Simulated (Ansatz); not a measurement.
Relaxation of AlH$_{5}$OSi (8 atoms, charge 0, multiplicity 1), to a largest force component of 0.02 eV/Å in at most 40 steps.

All numbers below come from RKS B3LYP-D4/def2-SVP in Ansatz.

```xyz
8
Properties=species:S:1:pos:R:3:forces:R:3
Al 0.000 0.000 0.000 0.27 0.08 1.28
O 0.000 0.000 1.780 -0.48 -0.23 -1.42
Si -1.315 -0.407 2.744 0.93 0.38 -0.30
H -2.239 -1.240 1.980 -0.49 -0.40 -0.29
H -0.851 -1.143 3.916 0.16 -0.31 0.47
H -1.999 0.809 3.173 -0.35 0.48 0.22
H 1.351 0.000 -0.780 0.30 0.02 0.04
H -1.351 0.000 -0.780 -0.34 -0.01 -0.01
```

**Question.** Where does it end, and by what steps?

**Answer.** The forces met the threshold. The force dipped under the threshold on the way, but the program's further checks kept it going. After 15 steps the energy has fallen by 0.245 eV; O2 moved furthest, 0.88 Å.

| step | energy less start (eV) | largest force component (eV/Å) | accepted |
| --- | --- | --- | --- |
| 0 | 0.0000 | 1.422 | yes |
| 1 | -0.1010 | 0.764 | yes |
| 2 | -0.1474 | 0.407 | yes |
| 3 | -0.1974 | 0.232 | yes |
| 4 | -0.2261 | 0.074 | yes |
| 5 | -0.2388 | 0.033 | yes |
| 6 | -0.2373 | 0.160 | no |
| 7 | -0.2427 | 0.063 | yes |
| 8 | -0.2405 | 0.151 | no |
| 9 | -0.2441 | 0.015 | yes |
| 10 | -0.2448 | 0.031 | yes |
| 11 | -0.2446 | 0.070 | no |
| 12 | -0.2450 | 0.042 | yes |
| 13 | -0.2450 | 0.054 | yes |
| 14 | -0.2451 | 0.047 | yes |
| 15 | -0.2453 | 0.001 | yes |

```xyz
8
Properties=species:S:1:pos:R:3
Al -0.016 0.017 -0.203
O -0.724 -0.209 1.327
Si -1.403 -0.449 2.813
H -2.603 -1.330 2.701
H -0.424 -1.097 3.736
H -1.821 0.858 3.400
H 1.554 0.165 -0.280
H -0.967 0.064 -1.462
```

Whether the end is a true minimum wasn't checked by a vibrational analysis.

Time of the run: 39 s on 1 thread of Arm Neoverse V1, on a shared host, peak memory 0.14 GiB.
